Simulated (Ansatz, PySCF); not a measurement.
CN, SMILES [C]#N (connectivity only; charge and spin as stated), charge -1, multiplicity 1.

Coordinates come from a B3LYP-D3(BJ)/def2-TZVPD optimisation.

Estimates of the vertical detachment energy (IE) of the anion in eV. Rows of orbital energies are one-electron estimates, which approximate functionals can put far too low.

```json
[
 {"level": "−ε(HOMO), −ε(LUMO), B3LYP/def2-TZVPD (PySCF)", "IE": "1.16"},
 {"level": "−ε(HOMO), −ε(LUMO), CAM-B3LYP/def2-TZVPD (PySCF)", "IE": "…"},
 {"level": "−ε(HOMO), −ε(LUMO), PBE/def2-TZVPD (PySCF)", "IE": "-0.12"},
 {"level": "EOM-CCSD/aug-cc-pVDZ (PySCF)", "IE": "3.82"},
 {"level": "ADC(2)/aug-cc-pVDZ (PySCF)", "IE": "3.17"},
 {"level": "ΔSCF, ωB97X-V/def2-TZVPD (Ansatz), final states of multiplicity 2", "IE": "4.10"},
 {"level": "ΔSCF, PBE/def2-TZVPD (Ansatz), final states of multiplicity 2", "IE": "3.71"}
]
```

Task: Complete the blanks. (The exact figures need the calculation; the answer reports its results.)

Result: 
- −ε(HOMO), −ε(LUMO), CAM-B3LYP/def2-TZVPD (PySCF), IE: 2.92

Task: What vertical singlet–triplet gap does ΔSCF give with ωB97X-V/def2-TZVPD (Ansatz, a program for electronic structure) and with PBE/def2-TZVPD (Ansatz)? (The exact figures need the calculation; the answer reports its results.)

Result: 6.13 and 5.45 eV (triplet above singlet where positive).

Computed lowest 1s main lines (those of the lightest heavy element) from CVS-ADC(2)-x/aug-cc-pVDZ (PySCF, non-relativistic), with pole strengths:
285.6 eV (1.48).

Task: Beyond the first one, list the lowest photoelectron lines from ADC(2)/aug-cc-pVDZ (PySCF) with their pole strengths (two spins summed). (An estimate is asked for; the answer gives what the named calculation found.)

Result: 4.57 eV (1.72), 4.57 eV (1.72), 6.11 eV (1.66).
